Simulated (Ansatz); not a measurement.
The input, for Ansatz 0.2.0:

```yaml
crystal:
  periodic: [false, false, false]
  atoms:
    - {symbol: N, position_ang: [0.000000, 0.000000, -1.322700]}
    - {symbol: C, position_ang: [0.000000, 0.000000, -0.148100]}
    - {symbol: S, position_ang: [0.000000, 0.000000, 1.470800]}
basis:
  gaussian: {orbitals: cc-pVDZ}
total_charge: 1
magnetization: {spin_polarized: true, initial_magnetization: 0}
correlation: {method: ccsd_t, electrons: outside_noble_gas}
output: {forces: true}
```

```sh
$ ansatz run in.yaml --threads 1 --pin off --events-out ev --progress --plain --max-ram 2393MiB
```

Log:

```
465 factors; integrals over basis functions are off by at most 8.1e-4 eV
mean field evaluation 1: about -13310.6677 eV, gradient 3.2e1 eV
mean field evaluation 2: about -13310.6725 eV, gradient 3.2e1 eV
mean field evaluation 4: about -13316.7032 eV, gradient 3.3e0 eV
mean field evaluation 8: about -13316.8962 eV, gradient 2.5e-1 eV
mean field evaluation 16: about -13317.1200 eV, gradient 1.4e0 eV
mean field evaluation 32: about -13317.2807 eV, gradient 1.1e-2 eV
mean field evaluation 64: about -13317.2808 eV, gradient 4.2e-5 eV
mean field evaluation 96: about -13311.0121 eV, gradient 2.2e1 eV
mean field evaluation 128: about -13315.4862 eV, gradient 8.7e0 eV
mean field evaluation 160: about -13308.1476 eV, gradient 2.8e1 eV
...
cycle   5  -10.40433816 eV  change   -2.5e-3 eV  update   3.3e-4
cycle   6  -10.40486662 eV  change   -5.3e-4 eV  update   1.5e-4
cycle   7  -10.40474763 eV  change    1.2e-4 eV  update   7.1e-5
cycle   8  -10.40472698 eV  change    2.1e-5 eV  update   3.8e-5
cycle   9  -10.40468934 eV  change    3.8e-5 eV  update   1.7e-5
cycle  10  -10.40469552 eV  change   -6.2e-6 eV  update   6.5e-6
cycle  11  -10.40469521 eV  change    3.1e-7 eV  update   2.4e-6
cycle  12  -10.40469392 eV  change    1.3e-6 eV  update   1.3e-6
cycle  13  -10.40469331 eV  change    6.0e-7 eV  update   5.4e-7
cycle  14  -10.40469356 eV  change   -2.4e-7 eV  update   2.2e-7
perturbative correction -0.56888262 eV, -0.0209060508 hartree
WARN: the results are in doubt because among natural orbitals full CI differs from the method by +0.773 eV
the calculation of the forces begins
Total energy: -13329.38514652 eV, -489.8458691528 hartree
Atom 0 at     0.000000     0.000000    -1.322700 Å, force     0.000000     0.000000    -4.362008 eV/Å
Atom 1 at     0.000000     0.000000    -0.148100 Å, force    -0.000000    -0.000000     3.813752 eV/Å
Atom 2 at     0.000000     0.000000     1.470800 Å, force     0.000000     0.000000     0.548256 eV/Å
Dipole moment:    -0.000000    -0.000000     0.558820 e Å
In doubt: among natural orbitals full CI differs from the method by +0.773 eV
```

Forces (eV/Å):
```
N    0.000  0.000 -4.362
C    0.000  0.000  3.814
S    0.000  0.000  0.548
```

Ran on 1 thread of Arm Neoverse V1, shared host: 13 s wall, 0.15 GiB peak host memory.
